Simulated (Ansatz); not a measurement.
System: CF4, charge 0, singlet. CF4 (SMILES FC(F)(F)F).
B3LYP-D3(BJ)/def2-TZVP minimum from Ansatz (a program for electronic structure):
```xyz
5

C      0.0000     0.0000     0.0000
F      0.7629     0.7657     0.7682
F     -0.7843    -0.7493     0.7628
F     -0.7467     0.7653    -0.7843
F      0.7680    -0.7817    -0.7466
```

Quantity: atomisation energy (electronic, to ground-state atoms), in kcal/mol. UHF or UKS for unpaired electrons; spin-orbit terms are left out. CBS(X,Y): correlation extrapolated as X^-3, Hartree-Fock from the larger set (Q,5: extrapolated as (X+1)exp(-9√X)). A bracket is a step between two methods taken in the basis named. Functionals run without relativity, which enters their misses. '+ core + X2C': CCSD(T) terms for core correlation (cc-pwCVTZ) and scalar relativity (cc-pVTZ-DK).

CCSD(T)/CBS(cc-pVQZ,cc-pV5Z) + [CCSDT(Q) - CCSD(T)]/cc-pVDZ + core + X2C (Ansatz) gives 479.1 kcal/mol.

Question: What does PBE/def2-TZVPD (Ansatz) give here, and how do the other levels compare?

Answer: PBE gives 502.4 kcal/mol, 23.3 kcal/mol above it. Differences of the others: PBE0/def2-TZVPD (Ansatz) -1.3; wB97M-V/def2-TZVPD (Ansatz) -0.4; CCSD(T)/CBS(cc-pVQZ,cc-pV5Z) + core + X2C (Ansatz) -0.8 kcal/mol. Nearer than PBE: PBE0/def2-TZVPD, wB97M-V/def2-TZVPD, CCSD(T)/CBS(cc-pVQZ,cc-pV5Z) + core + X2C.
